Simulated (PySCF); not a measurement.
# Do core-level shifts follow atomic charges?

Species: C₃H₈P₂.
Structure used (GFN2-xTB), in Å, numbered top down from 1:
```xyz
13
C3H8P2 angstrom
C     -2.2120    0.2462    0.6197
P     -1.3144    0.7034   -0.7027
C     -0.0211   -0.6544   -0.7302
C      1.0491   -0.4666    0.3386
P      2.0769    1.0731    0.1653
H     -3.0559    0.8421    0.9232
H     -2.0102   -0.6317    1.2125
H     -0.5252   -1.6153   -0.5886
H      0.4422   -0.6623   -1.7214
H      0.5959   -0.4344    1.3347
H      1.7428   -1.3153    0.3273
H      2.2351    0.9725   -1.2178
H      0.9923    1.9432    0.0218
```

Binding energies: delta-SCF UKS SCAN, pcX-2 on the ionised atom, pcseg-1 elsewhere, spin-free X2C in PySCF 2.14.0. Charges: PBE0/pcSseg-1 ground-state density, for the ionised atom.

```json
{"atom": "C1", "environment": "carbon bonded to P and 2 H", "C 1s (eV)": "290.04", "Mulliken (e)": "-0.465", "IAO (e)": "-0.572", "Hirshfeld (e)": "-0.157", "ESP (e)": "-0.183"}
{"atom": "C3", "environment": "sp3 carbon bound to phosphorus", "C 1s (eV)": "290.51", "Mulliken (e)": "-0.448", "IAO (e)": "-0.439", "Hirshfeld (e)": "-0.118", "ESP (e)": "+0.136"}
{"atom": "C4", "environment": "sp3 carbon bound to phosphorus", "C 1s (eV)": "290.72", "Mulliken (e)": "-0.461", "IAO (e)": "-0.424", "Hirshfeld (e)": "-0.111", "ESP (e)": "-0.107"}
```

Question: Give the correlation coefficient and slope of binding energy on charge for each scheme.

Answer: Hirshfeld: r = 0.99, slope 13.9 eV per e; IAO: r = 0.97, slope 4.2 eV per e; ESP: r = 0.43, slope 0.9 eV per e. On 3 points no scheme stands out. The Mulliken charges vary by under 0.03 e and aren't fitted.

Question: The point-charge model writes a binding energy as kq + V + constant, with V the potential of the other atoms' charges at the site. What does it give with the ESP charges?

Answer: V = Σ 14.40 eV Å × q/r over all other atoms: +2.11 eV at C1, -1.28 eV at C3, +1.84 eV at C4. Fitting binding energy − V to q gives k = 12.1 eV per e and leaves an rms residual of 0.01 eV, against 0.26 eV for the fit on q alone. The model has no term for differences in relaxation between sites.

Geometry: GFN2-xTB, one conformer, isolated molecule.
